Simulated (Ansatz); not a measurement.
We consider fcc Sr, described by r²SCANh in Ansatz (PAW).

Run with plane-wave cutoff 520 eV, 10×10×10 k mesh, Fermi–Dirac smearing 0.05 eV, scalar-relativistic PAW data made under PBE.

Cell (relaxed at this level):

```cif
data_Sr
_chemical_formula_sum 'Sr1'
_space_group_name_H-M_alt 'P 1'
_space_group_IT_number 1
_cell_length_a 4.33437
_cell_length_b 4.33437
_cell_length_c 4.33437
_cell_angle_alpha 60.000
_cell_angle_beta 60.000
_cell_angle_gamma 60.000
loop_
_space_group_symop_operation_xyz
  'x, y, z'
loop_
_atom_site_label
_atom_site_type_symbol
_atom_site_fract_x
_atom_site_fract_y
_atom_site_fract_z
_atom_site_occupancy
Sr1 Sr 0.00000 0.00000 0.00000 1
```

Q: Predict the bulk modulus B0 and pressure derivative B′ of the bulk modulus.

A: 
- bulk modulus B0: 11.8 GPa
- pressure derivative B′ of the bulk modulus: 1.4

Measured, for comparison: bulk modulus 12.5 GPa (corrected for temperature and zero-point phonon effects, our sources range from 12.0 to 12.5; as tabulated in Levämäki et al. (2014), arXiv:1402.3671). Computed (rounded) less measured: bulk modulus -6 % (-2 % to -6 % over the range).

Computed values are for the static lattice.

The result took roughly 19 core-minutes.

Ansatz is a first-principles code.
